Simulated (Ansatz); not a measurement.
`FC1C=CO1` → `FC1=COC1`  (isomerisation)

Gas-phase electronic energies from Ansatz, PBE0-D4/def2-TZVP geometries. CCSD(T)/CBS is the MP2 limit (def2-TZVPP, def2-QZVPP) plus CCSD(T) − MP2 in def2-TZVPP, frozen cores. DFT in def2-TZVPP. B3LYP here is the variant with VWN-RPA as its local correlation; programs differ in this.

```json
{"level": "B3LYP-D4", "ΔE (kJ/mol)": "40.0", "difference from CCSD(T)/CBS": "-4.9"}
{"level": "CAM-B3LYP-D4", "ΔE (kJ/mol)": "42.3", "difference from CCSD(T)/CBS": "-2.6"}
{"level": "ωB97M-V", "ΔE (kJ/mol)": "44.7", "difference from CCSD(T)/CBS": "-0.2"}
{"level": "CAM-B3LYP", "ΔE (kJ/mol)": "42.4", "difference from CCSD(T)/CBS": "-2.5"}
{"level": "CCSD/def2-SVP", "ΔE (kJ/mol)": "44.5", "difference from CCSD(T)/CBS": "-0.4"}
{"level": "SCS-MP2/def2-TZVPP", "ΔE (kJ/mol)": "44.8", "difference from CCSD(T)/CBS": "-0.1"}
{"level": "CCSD/def2-TZVPP", "ΔE (kJ/mol)": "44.9", "difference from CCSD(T)/CBS": "0.0"}
{"level": "SCS-MP2/def2-QZVPP", "ΔE (kJ/mol)": "45.0", "difference from CCSD(T)/CBS": "0.1"}
{"level": "MP2/CBS(def2)", "ΔE (kJ/mol)": "46.4", "difference from CCSD(T)/CBS": "1.5"}
{"level": "CCSD/CBS(def2)", "ΔE (kJ/mol)": "45.4", "difference from CCSD(T)/CBS": "0.5"}
{"level": "CCSD(T)/CBS", "ΔE (kJ/mol)": "44.9", "difference from CCSD(T)/CBS": "0"}
```

Largest T1 diagnostic among the species: 0.014.

In def2-TZVPP, CCSD(T) changes the Hartree–Fock value by −5.6 kJ/mol (the triples alone add −0.5 kJ/mol) and MP2 by −4.2 kJ/mol. From BLYP to BHLYP (50 % exact exchange), in def2-TZVPP and without D4, ΔE moves by +6.9 kJ/mol.
